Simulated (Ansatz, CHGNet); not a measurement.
For hcp Ru, the machine-learned potential CHGNet-r²SCAN (trained on r²SCAN data) gives:

```
Property              Result
-------------------  -------
lattice parameter a  2.712 Å
lattice parameter c  4.258 Å
```

Question: What does r²SCAN+rVV10 in Ansatz (plane waves, PAW) give for the same quantities?

Answer: 
- lattice constant a: 2.697 Å (decreases by 0.6 %)
- lattice parameter c: 4.253 Å (falls by 0.1 %)

For comparison: lattice constant a 2.706 Å (measured, 293 K, not corrected to a static lattice, our sources range from 2.700 to 2.706; as tabulated in Wikipedia's data pages); lattice parameter c 4.282 Å (measured, 293 K, no zero-point or thermal correction; as tabulated in Wikipedia's data pages).

Changes are worked out from the printed values.

Unless a cell is named, each level is at its own relaxed cell (CHGNet-r²SCAN 13.56, r²SCAN+rVV10 13.39 Å³/atom).

Ansatz's density-functional and Hartree–Fock values are scalar-relativistic unless marked +SOC, with PAW data made under PBE.

Ansatz is a quantum-chemistry and plane-wave program.
